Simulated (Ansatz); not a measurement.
What a trial cell of B relaxes into

All numbers below come from Ansatz 0.2.0, DFT r2SCAN, scalar-relativistic, plane waves, PAW. Cutoff 500 eV, Γ-centred k mesh, Gaussian smearing, no spin polarisation in the final step.

B was placed on the dhcp structure type (P6_3/mmc, No. 194), at a guessed volume.

```xyz
4
Lattice="2.2035 0.0000 0.0000 -1.1017 1.9083 0.0000 0.0000 0.0000 7.1067" Properties=species:S:1:pos:R:3 pbc="T T T"
B     0.0000    0.0000    0.0000
B     0.0000    0.0000    3.5534
B     0.0000    1.2722    5.3300
B     1.1017    0.6361    1.7767
```

Steps on the 9×9×4 mesh (4 atoms). 6 of 7 steps are shown, and the free energy counts from the last. Trial steps that were taken back and renewals of the plane-wave basis can be among the rows.

| step | ΔF (meV/atom) | V (Å³/atom) | P (GPa) |
| --- | --- | --- | --- |
| 1 | 266.1 | 7.47 | -39.84 |
| 2 | 78.7 | 6.59 | -24.69 |
| 3 | 11.3 | 5.81 | 2.71 |
| 4 | 2.5 | 5.76 | 6.33 |
| 5 | -0.1 | 5.91 | -0.45 |
| 7 | 0.0 | 5.90 | 0.06 |

Steps on the 24×24×8 mesh (4 atoms). 9 of 13 steps are shown, and the free energy counts from the last.

```csv
step,ΔF (meV/atom),V (Å³/atom),P (GPa)
1,149.1,5.90,0.85
2,147.8,5.92,0.46
3,141.9,5.95,-0.09
4,119.5,5.86,9.62
5,44.0,6.29,-2.33
6,9.7,6.13,10.74
8,1.0,6.40,0.18
11,0.0,6.41,0.17
13,0.0,6.41,0.00
```

A final relaxation ran on a 24×24×8 mesh. The relaxed crystal, P6_3/mmc (No. 194):

Space group P6_3/mmc (No. 194). a = 2.329 Å, b = 2.329 Å, c = 5.460 Å, α = 90.00°, β = 90.00°, γ = 120.00°
| atom | site | symmetry | x | y | z |
| --- | --- | --- | --- | --- | --- |
| B | 2a | -3m. | 0.0000 | 0.0000 | 0.0000 |
| B | 2d | -6m2 | 0.3333 | 0.6667 | 0.7500 |

- Volume per atom: 6.41 Å³
- Density: 2.80 g/cm³
- Energy over the standard structure: 1.42 eV/atom
- Gap on the 24×24×8 mesh: 0 eV (a metal)

Energies count from the standard state of B at the same level.

The final run used a 24×24×8 mesh on its 4-atom cell and 0.10 eV smearing. The k mesh leaves about 4 meV/atom of noise in metals.

Symmetry constrained the relaxation, so the result can be a saddle point.